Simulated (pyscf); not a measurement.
H₃C–GeH₃ + H₂ -> CH₄ + GeH₄ (four-centre exchange; singlet surface; C–Ge, H–H broken, C–H, Ge–H formed). Single points on ωB97X-D3(BJ)/def2-SVP structures (PySCF, gas phase). Energies in kcal/mol from the separated reactants.

```json
[
 {"level": "ωB97X-D3(BJ)/def2-TZVP", "barrier": "80.6", "reaction energy": "-8.8"},
 {"level": "PBE/def2-TZVP", "barrier": "72.1", "reaction energy": "-10.2"},
 {"level": "r²SCAN/def2-TZVP", "barrier": "(withheld)", "reaction energy": "-9.8"},
 {"level": "B3LYP-D3(BJ)/def2-TZVP", "barrier": "(withheld)", "reaction energy": "(withheld)"},
 {"level": "PBE0-D3(BJ)/def2-TZVP", "barrier": "75.0", "reaction energy": "-9.9"},
 {"level": "M06-2X/def2-TZVP", "barrier": "78.9", "reaction energy": "-7.9"}
]
```

**Question.** Complete the blanks.

**Answer.** 
- r²SCAN/def2-TZVP, barrier: 75.4
- B3LYP-D3(BJ)/def2-TZVP, barrier: 78.4
- B3LYP-D3(BJ)/def2-TZVP, reaction energy: -10.4

The functionals in the table span 8.5 kcal/mol in this barrier, from PBE to ωB97X-D3(BJ)/def2-TZVP. At the saddle there is also a short Ge–H contact that neither side keeps. One saddle was located; it need not be the lowest between these sides. Elements up to Kr have no core potential and no relativistic terms here.
